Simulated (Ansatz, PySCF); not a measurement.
SiF4, SMILES F[Si](F)(F)F. Atoms are numbered in the order given.

```xyz
5

F      0.9182     0.9182     0.9182
Si     0.0000     0.0000     0.0000
F     -0.9182     0.9182    -0.9182
F     -0.9182    -0.9182     0.9182
F      0.9182    -0.9182    -0.9182
```
Charge 0, spin multiplicity 1.

Geometry optimised at ωB97X-D3(BJ)/def2-SVP. The isomer is the one that the SMILES or the coordinates give; other isomers of the formula were not compared.

Vertical ionisation energy (IE) and electron affinity (EA) in eV. Rows of orbital energies are one-electron estimates. Where ΔSCF, EOM or ADC give a negative EA the extra electron is unbound and the value depends on the basis.

```tsv
level	IE	EA
−ε(HOMO), −ε(LUMO), ωB97X/def2-TZVP (PySCF)	…	…
ΔSCF, PBE0/def2-TZVPD (Ansatz), final states of multiplicity 2 and 2	15.39	-0.67
```

Problem. Fill in the missing entries. (Estimate from the structure and the level; the computed values follow.)

Solution. 
- −ε(HOMO), −ε(LUMO), ωB97X/def2-TZVP (PySCF), IE: 15.31
- −ε(HOMO), −ε(LUMO), ωB97X/def2-TZVP (PySCF), EA: -2.40

Problem. What vertical singlet–triplet gap does ΔSCF give with PBE0/def2-TZVPD (Ansatz, a quantum-chemistry and plane-wave program)? (An estimate is asked for; the answer gives what the named calculation found.)

Solution. 10.40 eV (triplet above singlet where positive).
